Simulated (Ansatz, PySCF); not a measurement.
System: H2Si, singlet: symmetric bend, bond length relaxed. Scanned: H-Si-H angle. Other coordinates (Si-H bond length) were minimised at B3LYP/def2-TZVP.

Levels: RHF/def2-SVP (PySCF); FCI/aug-cc-pVDZ = full CI/aug-cc-pVDZ, frozen core in Ansatz (a quantum-chemistry and plane-wave program).

Energies relative to the lowest point of each profile, in kJ/mol:

| a / ° | RHF |
|---|---|
| 180 | 0.0 |
| 170.09 | 2.9 |
| 157.76 | 17.2 |
| 149.87 | 31.1 |
| 140.66 | 49.4 |
| 129.28 | 76.5 |
| 120.29 | 103.9 |
| 108.38 | 149.8 |
| 100.28 | 188.9 |
| 89.10 | 255.9 |
| 81.01 | 315.8 |
| 60 | 532.1 |

### Question
Estimate the FCI/aug-cc-pVDZ values at these points.

### Answer
180: 268.8; 170.09: 257.4; 157.76: 210.8; 149.87: 171.6; 140.66: 126.4; 129.28: 77.3; 120.29: 45.7; 108.38: 15.5; 100.28: 3.6; 89.10: 0.0; 81.01: 7.5; 60: 67.0 (kJ/mol).
